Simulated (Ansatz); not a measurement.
Results of r²SCAN (PAW; Ansatz, an electronic-structure program) for rock-salt EuN.

Input file:

Ansatz 0.2 input:
```yaml
crystal:
  lattice:
    - [0.0, 2.5534807876, 2.5534807876]
    - [2.5534807876, 0.0, 2.5534807876]
    - [2.5534807876, 2.5534807876, 0.0]
  atoms:
    - { symbol: Eu, position: [0.0, 0.0, 0.0], spin: 7.0 }
    - { symbol: N, position: [0.5, 0.5, 0.5], spin: 0.0 }
basis:
  ecutwfc: 560
  ecutrho_ratio: 4
  xc_grid: 3
kpoints:
  mp_grid: { grid: [12, 12, 12] }
hamiltonian:
  xc: r2scan
  dispersion: none
  pseudopotentials: { kind: paw }
scf:
  occupations: { method: fermi_dirac, width: 0.01 }
  convergence: { dr2_threshold: 0.0000000002 }
output:
  forces: true
  stress: true
  eigenvalues: true
magnetization:
  spin_polarized: true
```

Excerpt of the program's output:

```
Crystal: 2 atoms, lattice volume = 33.299 Å³
Basis set: ecut = 560 eV, 965 PW (Γ), exchange–correlation on 90×90×90 points (27 copies of the dense FFT grid, shifted against one another)
Bands: 19, of which v1, the nominal top of the filled ones, is band 11 counted from 1 (10 counted from 0)
Symmetry: 48 space group operations
Space group: Fm-3m (ITA 225), of the structure as read, at distance tolerance 3.2e-5 Å
k-points: 72 of 1728
Initial density: superposition of atomic densities (chi_scale 0.1, normalization cell)
Functional: x = r2scan, c = r2scan; τ floored in thin density (d = 2e-4 eV/Å³)
spin=Collinear: Kerker preconditioning applied to the charge; magnetization (m = ρ↑ − ρ↓) channel mixes plain (no charge-response kernel on spin).
SCF 1 converged in 22 iterations: F = -9167.208867 eV  dr2 = 2.55e-11
Crystal: 2 atoms, lattice volume = 33.299 Å³
Symmetry: 16 space group operations
k-points: 163 of 1728
Initial density: read from a saved state, or passed on in memory by an earlier SCF of this step, an earlier step, the calling program or the single point that …
spin=Collinear: Kerker preconditioning applied to the charge; magnetization (m = ρ↑ − ρ↓) channel mixes plain (no charge-response kernel on spin).
SCF converged after 22 iterations
Magnetization: 6.0000 μB (14.0000 up, 8.0000 down)
Free energy (F): -9167.208867 eV
Internal energy: -9167.208003 eV  (E = F + TS)
E sigma→0 (E₀):  -9167.208435 eV
Fermi energy:    12.561049 eV
--- Forces (eV/Å), atoms counted from 1 ---
  atom   1  Eu    -0.00000000     0.00000000     0.00000000
  atom   2  N      0.00000000    -0.00000000     0.00000000
--- Stress (GPa, compression-positive) ---
       -4.455514      -0.000000      -0.000000
        0.000000      -4.455514       0.000000
       -0.000000       0.000000      -4.455514
  P = ⅓ Tr σ = -4.4555 GPa (-44.555 kbar)
```

The cell is one volume of an energy–volume scan, off the minimum.

The PAW data were made under PBE.

The run is spin-polarised with parallel starting moments, which need not be the measured order.

Note: the magnetic order was assumed, not searched for or taken from measurement. Note: the 4f shell is treated without U or exact exchange, so its levels and filling can be wrong. Note: the volume lies 6 % above that of the published cell.

Cost on a shared machine: around 110 core-seconds (rough).
